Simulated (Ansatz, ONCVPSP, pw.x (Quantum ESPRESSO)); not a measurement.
**thallium: does the ONCV potential hold in the solid?**

```json
{"Element": "Tl (Z = 81)", "Generator": "ONCVPSP 4.0.1.1 (patched build)", "Type": "optimised norm-conserving Vanderbilt (ONCV)", "Functional": "PBEsol", "Relativity": "scalar-relativistic", "Frozen core": "[Xe] 4f14", "Valence charge": "13", "Reference configuration": "5d10 6s2 6p1", "Partial waves": "6s: rc 2.10 bohr, ncon 3, nbas 6, qcut 3.2 1/bohr, 2 projectors, debl 2.1 Ha; 6p: rc 2.95 bohr, ncon 4, nbas 7, qcut 2.3 1/bohr, 3 projectors, debl 0.25 Ha; 5d: rc 1.50 bohr, ncon 4, nbas 9, qcut 10.6 1/bohr, 2 projectors, debl 1.5 Ha; f scattering state at 0.09 Ha: rc 3.15 bohr, ncon 4, nbas 8, qcut 4 1/bohr, 1 projector", "Local potential": "polynomial inside 1.40 bohr (lpopt 4, dvloc0 4 Ha)", "Core correction": "none"}
```

Atomic tests: cutoffs needed: 23 Ha and 27 Ha (the cutoffs (Ha) at which the residual kinetic energy of the hardest occupied pseudo-wave falls to 1 and 0.1 mHa per electron); ghost test: ghosts flagged at negative energy: p at -284.4 eV; GHOST(+) flagged for s at 63.7 eV, p at 88.5 eV; a true bound ghost makes a file unfit for plane-wave use; configuration tests: 1 of 4 tests not solved or not reliable.

Crystal test: bcc Tl in pw.x 7.5, no spin, 12³ k-points, Fermi–Dirac smearing 0.01 Ry, cutoffs 65/260 Ry. The lattice is a test structure that the element need not adopt, and mesh and smearing are coarse.

pw.x input:

```
&control
  calculation='scf', prefix='x', pseudo_dir='./', outdir='./tmp', tstress=.true., disk_io='none'
/
&system
  ibrav=0, nat=1, ntyp=1, ecutwfc=65, ecutrho=260, nbnd=14,
  occupations='smearing', smearing='fd', degauss=0.01
/
&electrons
  conv_thr=1e-09, mixing_beta=0.4, electron_maxstep=70
/
ATOMIC_SPECIES
Tl 1.0 Tl.UPF
CELL_PARAMETERS angstrom
  -1.93211791 1.93211791 1.93211791
  1.93211791 -1.93211791 1.93211791
  1.93211791 1.93211791 -1.93211791
ATOMIC_POSITIONS crystal
Tl 0.0000 0.0000 0.0000
K_POINTS automatic
12 12 12 0 0 0
```

```bash
pw.x < Tl.scf.in > Tl.scf.out
```

**Question.** How does the run end?

**Answer.** It converges; the pressure is -64.91 GPa against -0.24 GPa from all-electron LAPW. This is a poor potential for the solid. The pseudo pressure rises with volume over part of the range, a mechanical instability. Note: ghosts flagged at negative energy: p at -284.4 eV; GHOST(+) flagged for s at 63.7 eV, p at 88.5 eV. A true bound ghost makes a file unfit for plane-wave use. Atomic configuration tests: 1 of 4 tests not solved or not reliable. The log shows:

```
     scf convergence threshold =      1.0E-09
     Exchange-correlation= PBESOL
     number of k points=    72  Fermi-Dirac smearing, width (Ry)=  0.0100
     iteration #  1     ecut=    65.00 Ry     beta= 0.40
     total energy              =    -213.74474016 Ry
     estimated scf accuracy    <      18.18395292 Ry
     iteration #  2     ecut=    65.00 Ry     beta= 0.40
     total energy              =    -214.29182044 Ry
     estimated scf accuracy    <       3.82623567 Ry
     iteration #  3     ecut=    65.00 Ry     beta= 0.40
     total energy              =    -213.79756264 Ry
     estimated scf accuracy    <       0.91873258 Ry
     iteration #  4     ecut=    65.00 Ry     beta= 0.40
     total energy              =    -213.86113545 Ry
     estimated scf accuracy    <       0.00432287 Ry
     [... 2 iterations left out ...]
     iteration #  7     ecut=    65.00 Ry     beta= 0.40
     total energy              =    -213.86178197 Ry
     estimated scf accuracy    <       0.00000757 Ry
     iteration #  8     ecut=    65.00 Ry     beta= 0.40
     total energy              =    -213.86178355 Ry
     estimated scf accuracy    <       0.00000008 Ry
     iteration #  9     ecut=    65.00 Ry     beta= 0.40
     total energy              =    -213.86178356 Ry
     estimated scf accuracy    <          5.4E-09 Ry
     iteration # 10     ecut=    65.00 Ry     beta= 0.40
     the Fermi energy is     7.2739 ev
!    total energy              =    -213.86178357 Ry
     estimated scf accuracy    <          3.6E-11 Ry
     smearing contrib. (-TS)   =      -0.01429006 Ry
     The total energy is F=E-TS. E is the sum of the following terms:
     one-electron contribution =    -149.37626998 Ry
     hartree contribution      =      36.46825594 Ry
     xc contribution           =     -16.71581535 Ry
     ewald contribution        =     -84.22366411 Ry
     convergence has been achieved in  10 iterations
          total   stress  (Ry/bohr**3)                   (kbar)     P=     -649.07
     Message from routine punch:
     Nothing written, as per user request (disk_io='none')
```
